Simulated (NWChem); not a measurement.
**Total energies of ammonia (H$_{3}$N)**

SMILES: N
```xyz
4

N      0.0016     0.1283     0.0000
H     -0.4728    -0.2934     0.8124
H     -0.4728    -0.2934    -0.8124
H      0.9343    -0.3110     0.0000
```
Charge 0, spin multiplicity 1.

Program: NWChem. All single points use one geometry, from PBE/def2-SVP, a minimum by its harmonic frequencies.

Basis set: cc-pVTZ (72 functions).

| method | total energy (Ha) |
|---|---|
| RHF | -56.21556 |
| MP2 | -56.45212 |
| B2PLYP | -56.53203 |
| PBE | -56.50660 |
| B3LYP | -56.58396 |
| LDA (SVWN5) | -56.10005 |
| CCSD(T) | -56.47256 |

Total energies of different functionals aren't comparable as a measure of quality: only differences taken within one method are. 

The correlated methods keep 1 core orbital frozen. B3LYP has NWChem's definition, with VWN1-RPA local correlation. No row is a measurement; the coupled-cluster row has its own basis-set and correlation limits.
